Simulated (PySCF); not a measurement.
Isomers of C3H5N3, mass 83.048 u with the commonest isotopes. Level of theory: PySCF 2.14.0, PBE0-D3(BJ)/def2-SVP geometry optimisation, gas phase. One conformer each, none proved a minimum here; rigid rotors.

**Question.** Order these by rotational constant C, smallest first.
A. `Cn1ccnn1`
B. `Cn1nccn1`
C. `CN1C=NN=C1`

**Answer.** C (2709 MHz), A (2767 MHz), B (2824 MHz).

**Question.** Order these by rotational constant B, smallest first.
A. `CN1N=CC=N1`
B. `Cn1cnnc1`
C. `Cn1ccnn1`

**Answer.** B (3685 MHz), C (3801 MHz), A (3938 MHz).

**Question.** Order these by radius of gyration √(Σ m r²/M), largest first.
A. `Cn1cnnc1`
B. `CN1C=CN=N1`
C. `Cn1nccn1`

**Answer.** A (1.505 Å), B (1.490 Å), C (1.475 Å).

| SMILES | point group | Ia (u·Å²) | Ib (u·Å²) | Ic (u·Å²) | κ | μa (D) | μb (D) | μc (D) |
| --- | --- | --- | --- | --- | --- | --- | --- | --- |
| Cn1ccnn1 | near Cs | 52.96 | 132.95 | 182.66 | -0.69 | 3.08 | 3.46 | 0.00 |
| Cn1cnnc1 | near Cs | 52.65 | 137.13 | 186.53 | -0.72 | 6.17 | 0.01 | 0.02 |
| Cn1cncn1 | Cs | 52.69 | 132.57 | 182.04 | -0.70 | 3.20 | 1.03 | 0.00 |
| Cn1nccn1 | near Cs | 53.89 | 128.33 | 178.97 | -0.66 | 0.59 | 0.02 | 0.02 |
